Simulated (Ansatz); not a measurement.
# CCl4: the cost of one run

Program: Ansatz 0.2.0. Level of theory: the levels named in each step. These are calculated values, not measurements.

## 1. The system as given

Bond lengths: Cl1–C2 1.769 Å, C2–Cl3 1.769 Å, C2–Cl4 1.769 Å, C2–Cl5 1.769 Å. Angles: Cl1–C2–Cl3 109.4°, Cl1–C2–Cl4 109.5°, Cl1–C2–Cl5 109.5°, Cl3–C2–Cl4 109.5°, Cl3–C2–Cl5 109.5°, Cl4–C2–Cl5 109.4°.

Coordinates:

```xyz
5

Cl    1.3507   -1.1389   -0.0911
C     0.0002   -0.0003   -0.0001
Cl    0.6252    1.6549   -0.0016
Cl   -1.0619   -0.2319   -1.3958
Cl   -0.9130   -0.2839    1.4884
```

## 2. A rough first relaxation, PBE-D4/def2-SVP

This run stands in another session on the same molecule. It ended at:

```xyz
5

Cl    1.3648   -1.1515   -0.0916
C     0.0001   -0.0002    0.0000
Cl    0.6312    1.6727   -0.0020
Cl   -1.0729   -0.2339   -1.4110
Cl   -0.9222   -0.2872    1.5046
```

## 3. Relaxation, HF/STO-3G

input.yaml reads:

```yaml
crystal:
  periodic: [false, false, false]
  atoms:
    - { symbol: Cl, position_ang: [1.36478286, -1.15152398, -0.09164044] }
    - { symbol: C, position_ang: [0.00011265, -0.00018316, -3.06e-05] }
    - { symbol: Cl, position_ang: [0.63122279, 1.67266367, -0.00201217] }
    - { symbol: Cl, position_ang: [-1.07289204, -0.23386415, -1.41100775] }
    - { symbol: Cl, position_ang: [-0.92215626, -0.28716239, 1.50460097] }
basis:
  gaussian: { orbitals: STO-3G }
hamiltonian:
  xc: hf
relax:
  f_tol: 0.002
  max_steps: 150
```

Started as:

```
$ ansatz run input.yaml --threads 2 --pin off --max-ram 5120MiB --backend cpu --events-out ev --progress --plain --runs-dir out
```

**Question.** How long does this run take on 2 threads of Arm Neoverse N1, shared host, and how much memory does it need?

About 4.1 s, with a peak of 0.094 GiB.
